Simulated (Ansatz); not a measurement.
**AlSiH2+ (quintet): wave-function methods side by side, def2-TZVPP**

An exercise on one series of results from a longer session: the logs are not shown, and one member is left open.

Computed with Ansatz 0.2.0, Gaussian basis. Level: def2-TZVPP, core rule «outside noble gas», up to 10 orbitals frozen.

To be run: UHF; ROHF; CCSD(T) on UHF.

### The geometry

The geometry is a PBE0/def2-TZVP stationary point (not a proven minimum) of the parent state, kept for this charge and spin.

4 atoms, charge 1, spin multiplicity 5.

Atoms are counted from 1 here; the program's logs count them from 0.

Bond lengths: Si1–Al2 2.409 Å, Al2–H3 1.583 Å, Al2–H4 1.583 Å. Angles: Si1–Al2–H3 117.4°, Si1–Al2–H4 117.4°, H3–Al2–H4 125.2°.

As a file:

```xyz
4
AlH2Si
Si    0.0000    0.0000    1.2493
Al    0.0000    0.0000   -1.1594
H     0.0000    1.4055   -1.8880
H     0.0000   -1.4055   -1.8880
```

Set-up of the first run:

File in.yaml:

```yaml
crystal:
  periodic: [false, false, false]
  atoms:
    - {symbol: Si, position_ang: [0.000000, 0.000000, 1.249328]}
    - {symbol: Al, position_ang: [0.000000, 0.000000, -1.159384]}
    - {symbol: H, position_ang: [0.000000, 1.405470, -1.888034]}
    - {symbol: H, position_ang: [0.000000, -1.405470, -1.888034]}
basis:
  gaussian: {orbitals: def2-TZVPP}
total_charge: 1
magnetization: {spin_polarized: true, initial_magnetization: 4}
hamiltonian: {xc: hf}
output: {orbitals: {seedname: orbitals}}
```

The run is started by

```bash
$ ansatz run in.yaml --threads 1 --pin off --events-out ev --progress --plain --max-ram 2816MiB --backend cpu
```

Steps of the session up to this table: UHF; ROHF; CCSD(T) on UHF.

One of the session's tables, all rows but one given; the rest of the session is left out.

| method | from UCCSD(T) (kcal/mol) |
| --- | --- |
| ROHF | +104.63 |
| UHF | +99.07 |
| UMP2 | ? |
| UCCSD | +4.72 |
| UCCSD(T) | 0 |

Q: Estimate the row for UMP2 from the others.

As computed: from UCCSD(T) (kcal/mol): +25.75. In the column «from UCCSD(T) (kcal/mol)» it lies between UCCSD (+4.72) and UHF (+99.07).
